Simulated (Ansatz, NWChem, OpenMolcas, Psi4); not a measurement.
Abstraction of F: OF2 + SiH2(CH3) → OF + SiH2(CH3)F

Species: OF2 (oxygen difluoride) `FOF`, singlet; SiH2(CH3), doublet; OF (Oxygen monofluoride), doublet; SiH2(CH3)F, singlet. A radical takes F: the energy is the difference in strength between the O–F bond broken and the Si–F bond made.

Shapes, held fixed at every level: PBE0-D4/def2-TZVP. Programs: Ansatz 0.2.0, NWChem 7.3.0, OpenMolcas 26.06, Psi4 1.11. A level may come from different programs for different species; with the same settings they agree closely. The zero-point and thermal change to 298 K, harmonic and unscaled (PBE0-D4/def2-TZVP), is +4.9 kJ/mol.

```json
{"level": "HF/STO-3G", "kind": "Hartree–Fock", "ΔH(298 K) (kJ/mol)": "-321.7"}
{"level": "HF/3-21G", "kind": "Hartree–Fock", "ΔH(298 K) (kJ/mol)": "-502.0"}
{"level": "BLYP/STO-3G", "kind": "GGA", "ΔH(298 K) (kJ/mol)": "-243.5"}
{"level": "PBE/STO-3G", "kind": "GGA", "ΔH(298 K) (kJ/mol)": "-235.4"}
{"level": "B2PLYP/STO-3G", "kind": "double hybrid", "ΔH(298 K) (kJ/mol)": "-260.3"}
{"level": "B3LYP/6-31G* (spherical functions)", "kind": "global hybrid", "ΔH(298 K) (kJ/mol)": "-455.2"}
```

B3LYP/6-31G* (spherical functions) gives ΔH(298 K) = -455.2 kJ/mol; the levels span -502.0 to -235.4. The median of the levels is -291.0. No measured value is set beside it here. Open shells run unrestricted. Rows in sets without polarisation functions are far from converged.
